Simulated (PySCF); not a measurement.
# CH4FSi radical: open-shell or spin-flip excitations

What do calculations give for the open-shell or spin-flip excitations of CH4FSi radical (`FC[SiH2]`)?

Programs: PySCF 2.14.0, with routines of our own; each step states its level. All values are computed. Atoms count from 0.

## 1. The starting structure

7 atoms, charge 0, multiplicity 2; geometry from: GFN2-xTB.

## 2. Open-shell or spin-flip excitations: unrestricted TDDFT PBE0/def2-SVPD

Job settings and geometry (Å):

```
{"job": {"kind": "uabs", "xc": "PBE0", "basis": "def2-SVPD", "nstates": 10, "tda": false}, "charge": 0, "multiplicity": 2}
F     -1.468660     0.567679     0.946439
C     -0.782864    -0.086090    -0.058630
Si     1.090968    -0.135703     0.330751
H     -0.998791     0.468136    -0.979147
H     -1.230076    -1.080368    -0.144083
H      1.771314    -0.927392    -0.685598
H      1.621442     1.198643     0.563190
```

With the program's defaults for keys left out, this is: unrestricted TDDFT PBE0/def2-SVPD, vertical, gas phase, core orbitals frozen in the response.

The run is started by

```console
OMP_NUM_THREADS=1 python excited_run.py task.json out
```

One launch serves the whole session: the jobs run in the order shown.

Output:

```text
coarse grid: 6280 points
cycle   1  E = -429.2373605340  dE =  4.058e-02  |g| = 2.637e-01  |ddm| = 1.877e+00
cycle   2  E = -429.2161413679  dE =  2.122e-02  |g| = 3.870e-01  |ddm| = 5.108e-01
cycle   3  E = -429.2650181831  dE = -4.888e-02  |g| = 2.591e-02  |ddm| = 2.504e-01
cycle   4  E = -429.2653154307  dE = -2.972e-04  |g| = 9.186e-03  |ddm| = 4.047e-02
cycle   5  E = -429.2653639237  dE = -4.849e-05  |g| = 4.156e-03  |ddm| = 1.868e-02
cycle   6  E = -429.2653745787  dE = -1.065e-05  |g| = 7.429e-04  |ddm| = 6.946e-03
cycle   7  E = -429.2653752271  dE = -6.484e-07  |g| = 2.886e-04  |ddm| = 2.074e-03
final grid: 56232 points
cycle   8  E = -429.3197484203  dE = -1.009e-05  |g| = 3.726e-03  |ddm| = 2.147e-02
cycle   9  E = -429.3197433562  dE =  5.064e-06  |g| = 5.270e-03  |ddm| = 7.125e-03
cycle  10  E = -429.3197543669  dE = -1.101e-05  |g| = 3.760e-04  |ddm| = 3.822e-03
cycle  11  E = -429.3197544204  dE = -5.355e-08  |g| = 9.925e-05  |ddm| = 3.833e-04
cycle  12  E = -429.3197544248  dE = -4.388e-09  |g| = 1.241e-05  |ddm| = 1.104e-04
cycle  13  E = -429.3197544250  dE = -1.602e-10  |g| = 2.517e-06  |ddm| = 3.430e-05
converged SCF energy = -429.3197544250

Static polarisability (au): isotropic 45.159, principal 41.278 43.352 50.846

<S^2> of the reference = 0.7528 (exact 0.7500)

Excitations
state   eV       nm        f      <S^2>   main configurations
  1   4.6442    267.0   0.00985   0.783   Hb->Lb 0.91
  2   4.9522    250.4   0.02820   0.771   Ha->La 0.87
  3   5.5139    224.9   0.03299   0.766   Ha->L+2a 0.48, Ha->L+1a 0.44
  4   5.6432    219.7   0.01483   0.769   Ha->L+1a 0.47, Ha->L+2a 0.43
  5   5.7375    216.1   0.00076   0.793   H-1b->Lb 0.51, H-2b->Lb 0.41
  6   5.9454    208.5   0.06999   0.776   Ha->L+3a 0.88
  7   6.3247    196.0   0.00889   0.798   H-2b->Lb 0.52, H-1b->Lb 0.46
  8   6.4751    191.5   0.08185   0.782   Ha->L+4a 0.95
  9   7.2371    171.3   0.04807   0.799   Ha->L+5a 0.92
 10   7.3970    167.6   0.01663   2.223   H-1a->La 0.30, Hb->L+1b 0.22, Ha->L+6a 0.19, H-1a->L+2a 0.08
```

Run time: 9.6 s. Hardware: 1 thread of Arm Neoverse V1, shared host; peak memory 0.41 GiB.

From this job:

```tsv
quantity	value
⟨S²⟩	0.753
```

Löwdin spin populations:

```tsv
atom	value (e)
F0	0.01
C1	0.10
Si2	0.72
H3	0.02
H4	0.00
H5	0.07
H6	0.08
```

With diffuse functions Löwdin's scheme smears the spin, so small populations can have the wrong sign.

## 3. Open-shell or spin-flip excitations: unrestricted TDA PBE0/def2-SVPD

Job settings and geometry (Å):

```
{"job": {"kind": "uabs", "xc": "PBE0", "basis": "def2-SVPD", "nstates": 15, "tda": true, "scf": {"max_cycle": 82}}, "charge": 0, "multiplicity": 2}
F     -1.615526     0.624447     1.041083
C     -0.861150    -0.094699    -0.064493
Si     1.200065    -0.149273     0.363826
H     -1.098670     0.514950    -1.077062
H     -1.353084    -1.188405    -0.158491
H      1.948445    -1.020131    -0.754158
H      1.783586     1.318507     0.619509
```

Level: unrestricted TDA PBE0/def2-SVPD, vertical, gas phase, core orbitals frozen in the response.

Output:

```text
final grid: 56232 points
cycle   1  E = -429.2387104391  dE = -3.366e-01  |g| = 3.267e-01  |ddm| = 1.656e+00
cycle   2  E = -429.1494655904  dE =  8.924e-02  |g| = 6.193e-01  |ddm| = 6.526e-01
cycle   3  E = -429.2844261215  dE = -1.350e-01  |g| = 2.088e-02  |ddm| = 3.719e-01
cycle   4  E = -429.2847076258  dE = -2.815e-04  |g| = 1.061e-02  |ddm| = 4.882e-02
cycle   5  E = -429.2847800330  dE = -7.241e-05  |g| = 4.766e-03  |ddm| = 2.007e-02
cycle   6  E = -429.2847943751  dE = -1.434e-05  |g| = 1.201e-03  |ddm| = 6.375e-03
cycle   7  E = -429.2847958361  dE = -1.461e-06  |g| = 4.109e-04  |ddm| = 2.518e-03
cycle   8  E = -429.2847960795  dE = -2.433e-07  |g| = 1.078e-04  |ddm| = 1.139e-03
cycle   9  E = -429.2847961070  dE = -2.751e-08  |g| = 2.724e-05  |ddm| = 4.221e-04
cycle  10  E = -429.2847961084  dE = -1.381e-09  |g| = 9.660e-06  |ddm| = 9.488e-05
cycle  11  E = -429.2847961086  dE = -2.085e-10  |g| = 6.209e-06  |ddm| = 4.331e-05
converged SCF energy = -429.2847961086

Static polarisability (au): isotropic 53.086, principal 45.371 51.705 62.181

<S^2> of the reference = 0.7527 (exact 0.7500)

Excitations
state   eV       nm        f      <S^2>   main configurations
  1   4.3707    283.7   0.01279   0.789   Hb->Lb 0.91
  2   4.6892    264.4   0.01194   0.788   Ha->La 0.90
  3   4.8684    254.7   0.01676   0.783   Ha->L+1a 0.94
  4   5.0881    243.7   0.01786   0.786   Ha->L+2a 0.93
  5   5.2222    237.4   0.00246   0.797   H-1b->Lb 0.70, H-2b->Lb 0.26
  6   5.9436    208.6   0.00588   0.808   H-2b->Lb 0.71, H-1b->Lb 0.27
  7   6.0864    203.7   0.07112   0.788   Ha->L+3a 0.92
  8   6.2624    198.0   0.04737   1.438   Ha->L+4a 0.62, Hb->L+1b 0.08
  9   6.5010    190.7   0.02336   2.081   Ha->L+4a 0.30, Hb->L+1b 0.27, H-1a->La 0.18, H-1a->L+1a 0.10
 10   6.8220    181.7   0.00051   2.645   H-1a->La 0.26, Hb->L+2b 0.20, H-1a->L+2a 0.13, H-1a->L+1a 0.13
 11   7.1570    173.2   0.02883   0.818   Ha->L+5a 0.76
 12   7.2625    170.7   0.03403   1.379   Ha->L+6a 0.47, H-1a->L+1a 0.13, Hb->L+3b 0.10
 13   7.3685    168.3   0.03072   1.968   Ha->L+6a 0.27, H-1a->L+2a 0.18, H-1a->L+1a 0.14, Hb->L+3b 0.13
 14   7.4053    167.4   0.02227   0.954   Hb->L+2b 0.23, H-1a->L+1a 0.20, H-1a->L+2a 0.16
 15   7.4582    166.2   0.00280   2.495   H-2a->L+1a 0.20, H-1b->L+1b 0.12, H-1b->L+2b 0.12, H-2a->La 0.11
```

Wall time 8.3 s (1 thread of Arm Neoverse V1, shared host); peak memory 0.42 GiB.

All coordinates were scaled by 1.1, so these values belong to a distorted geometry and are kept out of the summary.

## 4. What came out

```
                                                                                         quantity                               value
lowest and brightest state of nearly pure spin, of 10 (step 2, unrestricted TDDFT PBE0/def2-SVPD)         4.64 eV; 6.48 eV, f = 0.082
                                                                                             runs  0 failed, 1 ended on unsound input
```

In words: States whose ⟨S²⟩ lies well above the reference's are mixtures of spin states, an artefact of the unrestricted response, and are left out of the summary.
